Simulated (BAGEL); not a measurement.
**C2H3B (SMILES BC#C): HF/3-21G (density fitting with qzvpp-jkfit)**

What is the vertical electron affinity of C2H3B at HF/3-21G (density fitting with qzvpp-jkfit)? 

Program for the calculation: BAGEL 1.2.2.

2 further runs of the same task are left out: 2 set aside as unsound or not needed. Runs told in other sessions of the task aren't counted.

## Step 1: The molecule

C2H3B: 6 atoms, total charge 0, spin state singlet. As SMILES, `BC#C`. The coordinates come from a PBE0-D4/def2-TZVP relaxation.

Bond lengths: B1–C2 1.501 Å, C2–C3 1.210 Å, B1–H4 1.193 Å, B1–H5 1.193 Å, C3–H6 1.066 Å. Angles: B1–C2–C3 180.0°, C2–B1–H4 119.9°, C2–B1–H5 119.9°, C2–C3–H6 180.0°, H4–B1–H5 120.3°.

## Step 2: The energy at HF/3-21G (density fitting with qzvpp-jkfit)

File input.json:

```json
{ "bagel" : [

{
  "title" : "molecule",
  "basis" : "3-21g",
  "df_basis" : "qzvpp-jkfit",
  "angstrom" : true,
  "geometry" : [
    { "atom" : "B", "xyz" : [   -0.830400,    0.647300,   -0.394300 ] },
    { "atom" : "C", "xyz" : [    0.278600,   -0.224100,    0.117900 ] },
    { "atom" : "C", "xyz" : [    1.172700,   -0.926600,    0.530500 ] },
    { "atom" : "H", "xyz" : [   -1.756200,    0.156700,   -0.965700 ] },
    { "atom" : "H", "xyz" : [   -0.783300,    1.828200,   -0.228600 ] },
    { "atom" : "H", "xyz" : [    1.960800,   -1.545600,    0.894000 ] }
  ]
},
{ "title" : "hf" },
{ "title" : "print", "file" : "orbitals.molden", "orbitals" : true }

]}
```

Launch:

```console
$ BAGEL_NUM_THREADS=1 BAGEL input.json > input.out
```

Log:

```text
* using 1 threads per process

  ===============================================================
  ===============================================================

  *** Geometry ***

  { "atom" : "B", "xyz" : [     -1.569229,      1.223220,     -0.745119 ] },
  { "atom" : "C", "xyz" : [      0.526478,     -0.423488,      0.222799 ] },
  { "atom" : "C", "xyz" : [      2.216082,     -1.751020,      1.002500 ] },
  { "atom" : "H", "xyz" : [     -3.318737,      0.296120,     -1.824909 ] },
  { "atom" : "H", "xyz" : [     -1.480222,      3.454797,     -0.431991 ] },
  { "atom" : "H", "xyz" : [      3.705375,     -2.920761,      1.689415 ] },

  Number of auxiliary basis functions:      279

  Since a DF basis is specified, we compute 2- and 3-index integrals:
    o Being stored without compression. Storage requirement is 0.002 GB

  Number of basis functions:       33
  Number of electrons      :       20

    * METHOD: MOLECULE                             0.04

  *** RHF ***

  === Nuclear Repulsion ===
    46.7381231439

      * DIIS with orbital gradients will be used.

  === RHF iteration (3-21g) ===
      0       -101.47010659          0.02110604           0.00
      1       -101.51773445          0.00661576           0.00
      2       -101.52197492          0.00311777           0.00
      3       -101.52280990          0.00102922           0.00
      4       -101.52291080          0.00020380           0.00
      5       -101.52292562          0.00009932           0.00
      6       -101.52293017          0.00003696           0.00
      7       -101.52293084          0.00000825           0.00
      8       -101.52293086          0.00000066           0.00
      9       -101.52293086          0.00000019           0.00
     10       -101.52293086          0.00000007           0.00
     11       -101.52293086          0.00000001           0.00
    * SCF iteration converged.

    * Permanent dipole moment:
           (   -0.292795,     0.229876,    -0.134919) a.u.

    * METHOD: HF                                   0.07

    * METHOD: PRINT                                0.00

  ===============================================================
```

It took 0.26 s on 1 thread of Arm Neoverse V2, shared host.

## Step 3: The doublet anion at the same level

File input.json:

```json
{ "bagel": [

{
  "title": "molecule",
  "basis": "3-21g",
  "df_basis": "qzvpp-jkfit",
  "angstrom": "true",
  "geometry": [
    { "atom": "B", "xyz": [      -0.830400,       0.647300,      -0.394300 ] },
    { "atom": "C", "xyz": [       0.278600,      -0.224100,       0.117900 ] },
    { "atom": "C", "xyz": [       1.172700,      -0.926600,       0.530500 ] },
    { "atom": "H", "xyz": [      -1.756200,       0.156700,      -0.965700 ] },
    { "atom": "H", "xyz": [      -0.783300,       1.828200,      -0.228600 ] },
    { "atom": "H", "xyz": [       1.960800,      -1.545600,       0.894000 ] }
  ]
},

{ "title": "uhf", "charge": -1, "nopen": 1 },

{ "title": "print", "file": "orbitals.molden", "orbitals": "true" }

]}
```

Launch:

```console
$ BAGEL_NUM_THREADS=1 BAGEL input.json > input.out
```

Log:

```text
* using 1 threads per process

  ===============================================================
  ===============================================================

  *** Geometry ***

  { "atom" : "B", "xyz" : [     -1.569229,      1.223220,     -0.745119 ] },
  { "atom" : "C", "xyz" : [      0.526478,     -0.423488,      0.222799 ] },
  { "atom" : "C", "xyz" : [      2.216082,     -1.751020,      1.002500 ] },
  { "atom" : "H", "xyz" : [     -3.318737,      0.296120,     -1.824909 ] },
  { "atom" : "H", "xyz" : [     -1.480222,      3.454797,     -0.431991 ] },
  { "atom" : "H", "xyz" : [      3.705375,     -2.920761,      1.689415 ] },

  Number of auxiliary basis functions:      279

  Since a DF basis is specified, we compute 2- and 3-index integrals:
    o Being stored without compression. Storage requirement is 0.002 GB

  Number of basis functions:       33
  Number of electrons      :       20

    * METHOD: MOLECULE                             0.04

  *** Open-shell HF ***

  === Nuclear Repulsion ===
    46.7381231439

      * DIIS with orbital gradients will be used.

  === UHF iteration (3-21g) ===
      0       -101.39786886          0.05384059           0.01
      1       -101.47836956          0.01968344           0.01
      2       -101.48889373          0.01081578           0.01
      3       -101.49214655          0.00228981           0.01
      4       -101.49304628          0.00102223           0.01
      5       -101.49352768          0.00046030           0.01
      6       -101.49396221          0.00033347           0.01
      7       -101.49423413          0.00025628           0.01
      8       -101.49454828          0.00012514           0.01
      9       -101.49472865          0.00004533           0.01
     10       -101.49476330          0.00003351           0.01
     11       -101.49479295          0.00002768           0.01
     12       -101.49482224          0.00001322           0.01
     13       -101.49482678          0.00000314           0.01
     14       -101.49482707          0.00000125           0.01
     15       -101.49482720          0.00000079           0.01
     16       -101.49482732          0.00000030           0.01
     17       -101.49482733          0.00000011           0.01
     18       -101.49482734          0.00000002           0.01
     19       -101.49482734          0.00000002           0.01
     20       -101.49482734          0.00000001           0.01
    * SCF iteration converged.

    * S^2 (UHF) is 0.8772

    * Permanent dipole moment:
           (   -1.184600,     0.930619,    -0.546833) a.u.

    * METHOD: UHF                                  0.17

    * METHOD: PRINT                                0.00

  ===============================================================
```

Wall time 0.38 s (1 thread of Arm Neoverse V2, shared host).

## Step 4: Results

Level: HF/3-21G (density fitting with qzvpp-jkfit).

| quantity | value |
| --- | --- |
| singlet C2H3B: total energy | -101.52293 Eh |
| singlet C2H3B: dipole moment | 1.01 D |
| singlet C2H3B: HOMO energy | -10.75 eV |
| singlet C2H3B: LUMO energy | 1.62 eV |
| singlet C2H3B: HOMO–LUMO gap | 12.37 eV |
| doublet anion: total energy | -101.49483 Eh |
| doublet anion: ⟨S²⟩ | 0.877 |
| vertical electron affinity (to the doublet anion) | -0.765 eV |

**Reading.** The anion lies 0.76 eV (17.6 kcal/mol) above the neutral: the electron isn't bound at this level, and such a value depends on the basis. Without diffuse functions anions come out too high. Hartree–Fock misses the correlation that binds many anions. ⟨S²⟩ (doublet anion) is 0.88 where a pure doublet has 0.75: the reference is spin-contaminated.
